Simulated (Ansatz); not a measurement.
# C4H6ClF: up Jacob's ladder to CCSD(T)

Aim: compute C4H6ClF with functionals from several rungs and with coupled cluster. The yardstick is the atomisation energy at the CCSD(T) limit.

Program: Ansatz 0.2.0, Gaussian basis. Level of theory: functionals in def2-TZVPP, the program's frozen cores in correlated methods. These are calculated values, not measurements.

Plan: PBE-D4, r2SCAN-D4, PBE0-D4, B3LYP-D4, ωB97X-V, ωB97M-V, B2PLYP; CCSD(T)/def2-TZVPP; MP2/def2-QZVPP; extrapolation to the limit.

## (1) Structure used throughout

An earlier PBE0-D4 in a triple-zeta def2 set relaxation fixed the geometry.

12 atoms, charge 0, spin multiplicity 1.

Atoms are counted from 1 here; the program's logs count them from 0.

Bond lengths: C1–C2 1.476 Å, C1–H7 1.094 Å, C1–H8 1.094 Å, C1–H9 1.087 Å, C2–F3 1.351 Å, C2–C4 1.330 Å, C4–C5 1.485 Å, C4–Cl6 1.732 Å, C5–H10 1.093 Å, C5–H11 1.093 Å, C5–H12 1.089 Å. Angles: C2–C1–H7 110.0°, C2–C1–H8 109.9°, C2–C1–H9 111.1°, H7–C1–H8 107.5°, H7–C1–H9 109.1°, H8–C1–H9 109.1°, C1–C2–F3 112.2°, C1–C2–C4 130.5°, F3–C2–C4 117.3°, C2–C4–C5 125.6°, C2–C4–Cl6 119.3°, C5–C4–Cl6 115.1°, C4–C5–H10 110.5°, C4–C5–H11 110.5°, C4–C5–H12 110.5°, H10–C5–H11 107.5°, H10–C5–H12 108.9°, H11–C5–H12 108.9°.

## (2) PBE-D4 (GGA)

Input file in.yaml:

```yaml
crystal:
  periodic: [false, false, false]
  atoms:
    - {symbol: C, position_ang: [-0.688555, -0.907442, 1.601759]}
    - {symbol: C, position_ang: [-0.089905, -0.572549, 0.294486]}
    - {symbol: F, position_ang: [0.315408, -1.671224, -0.378609]}
    - {symbol: C, position_ang: [0.100366, 0.605653, -0.291486]}
    - {symbol: C, position_ang: [0.720672, 0.818994, -1.624106]}
    - {symbol: Cl, position_ang: [-0.399206, 2.049478, 0.525364]}
    - {symbol: H, position_ang: [0.040122, -1.437980, 2.221197]}
    - {symbol: H, position_ang: [-1.546133, -1.571199, 1.460263]}
    - {symbol: H, position_ang: [-1.014457, -0.011848, 2.124725]}
    - {symbol: H, position_ang: [1.609606, 1.449133, -1.536630]}
    - {symbol: H, position_ang: [0.022945, 1.327353, -2.294696]}
    - {symbol: H, position_ang: [1.006037, -0.133470, -2.068467]}
basis:
  gaussian: {orbitals: def2-TZVPP}
hamiltonian: {xc: pbe, dispersion: d4}
output: {forces: true, orbitals: {seedname: orbitals}}
```

On the command line:

```sh
ansatz run in.yaml --threads 4 --pin off --events-out ev --progress --plain --max-ram 10444MiB
```

Further steps of the session: r2SCAN-D4 (meta-GGA); PBE0-D4 (hybrid); B3LYP-D4 (hybrid); ωB97X-V (range-separated); ωB97M-V (range-separated); B2PLYP (double hybrid); CCSD(T) in def2-TZVPP; MP2 in def2-QZVPP.

**Question.** What will the summary of the whole plan be? Wanted: atomisation energy, CCSD(T)/CBS; farthest; mean size of error, hybrid; mean size of error, range-separated; gap, smallest and largest; T1 diagnostic; triples share of the correlation energy.

The runs gave:

| quantity | value |
| --- | --- |
| atomisation energy, CCSD(T)/CBS | 49.744 eV |
| functionals within 0.249 eV (0.5 %) | B3LYP-D4, ωB97X-V |
| farthest | PBE-D4 (+1.670 eV) |
| mean size of error, hybrid | 0.339 eV |
| mean size of error, range-separated | 0.194 eV |
| gap, smallest and largest | 5.00 eV (PBE-D4), 11.71 eV (ωB97X-V) |
| T1 diagnostic | 0.0107 |
| triples share of the correlation energy | 4.0 % |

**Reading.** PBE-D4 is off by +1.670 eV. Double hybrids carry the basis error of their MP2 part in triple zeta, and no dispersion term here, so their miss is partly the set-up's. Misses under about 0.249 eV are within the doubt on the reference itself, which lacks core-valence correlation, relativity and higher excitations. Hartree-Fock recovers 73 % of the binding; the rest is correlation. The gap grows from 5.0 to 11.7 eV across the functionals, mostly with the share of exact exchange.
